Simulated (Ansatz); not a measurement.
**Mo: a sweep of one setting**

```
Mo
1.0
    -1.58002    1.58002    1.58002
     1.58002   -1.58002    1.58002
     1.58002    1.58002   -1.58002
Mo
1
Direct
  0.00000 0.00000 0.00000
```

The cell was built from the bcc type and relaxed in the same program, and has space group Im-3m; it needn't be a known or the stable phase.

These are results of Ansatz 0.2.0, DFT, PBE, all-electron LAPW, scalar-relativistic, not measurements.

Settings: a Γ-centred 16×16×16 k mesh, Fermi–Dirac smearing of 0.03 eV, basis error target 0.5 meV/atom, no spin polarisation. One setting is then changed at a time.

```tsv
LAPW cutoff (eV)	free energy less the base's (meV/atom)	P (GPa)
268 (base)	0.0	-0.01
90	278	2.88
120	49.1	0.39
220	0.5	-0.01
500	-0.1	-0.01
```
